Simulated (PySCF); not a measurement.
N2, SMILES N#N.

Geometry: PBE0-D3(BJ)/def2-TZVPD.

All values below come from TDA-M06-2X/def2-TZVPD in PySCF.

Vertical excitations; the highest root listed may be one member of a degenerate set. Isolated molecule, no solvent. State labels are in the subgroup D2h.

Computed UV-visible absorptions:
```tsv
state	symmetry	energy (eV)	λ (nm)	f	main pairs
S1	Au	8.82	141	0.000	HOMO−1→LUMO+1 49 %, HOMO−2→LUMO 49 %
S2	B2g	9.37	132	0.000	HOMO→LUMO (degenerate set)
S3	B3g	9.37	132	0.000	HOMO→LUMO+1 (degenerate set)
S4	Au	10.26	121	0.000	HOMO−2→LUMO, HOMO−1→LUMO+1 (degenerate set)
S5	B1u	10.26	121	0.000	HOMO−1→LUMO, HOMO−2→LUMO+1 (degenerate set)
S6	Ag	13.13	94	0.000	HOMO→LUMO+2 98 %
S7	B2u	13.43	92	0.120	HOMO−2→LUMO+2 (degenerate set)
S8	B3u	13.43	92	0.120	HOMO−1→LUMO+2 (degenerate set)
S9	B1u	13.72	90	0.402	HOMO→LUMO+3 91 %
S10	B2u	14.41	86	0.099	HOMO−3→LUMO+1 91 %
T1	B3g	7.93	156	0	HOMO→LUMO+1 (degenerate set)
T2	B2g	7.93	156	0	HOMO→LUMO (degenerate set)
T3	B1u	8.10	153	0	HOMO−2→LUMO+1 48 %, HOMO−1→LUMO 48 %
T4	Au	8.82	141	0	HOMO−1→LUMO+1 49 %, HOMO−2→LUMO 49 %
```
Triplets are in the Tamm–Dancoff approximation.
